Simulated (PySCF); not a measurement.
Species: C₄H₇F.
Atom-mapped SMILES: `[CH3:1]/[CH:2]=[C:3](/[CH3:4])[F:5]` (hydrogens: H6, H7, H8 on C1; H9 on C2; H10, H11, H12 on C4)

The closed-shell ground state was solved at several levels (PySCF, density fitting, gas phase, non-relativistic). Geometry: GFN2-xTB; no solvent, vibrations or thermal averaging.

```
              level  basis functions  HOMO (eV)  LUMO (eV)  gap (eV)  dipole (D)
CAM-B3LYP/def2-SVPD              159      -8.32       1.34      9.66        1.60
      PBE0/pcSseg-1              120      -6.90       0.90      7.80        1.49
```

Question: What might B3LYP/pcJ-1 (205 basis functions) give for the same quantities?

Answer: HOMO -6.69 eV, LUMO 0.65 eV, gap 7.34 eV, dipole 1.49 D.

Question: Over all these levels, which gives the widest orbital gap and which the narrowest?

Answer: CAM-B3LYP/def2-SVPD (range-separated hybrid) has the widest, 9.66 eV, and B3LYP/pcJ-1 (global hybrid, 20 % exact exchange) the narrowest, 7.34 eV. Functional and basis both differ between the two, so the spread mixes both effects.

Question: How far do the dipole and the HOMO energy spread over the levels?

Answer: The dipole runs from 1.49 to 1.60 D (mean 1.53 D) and the HOMO from -8.32 to -6.69 eV.
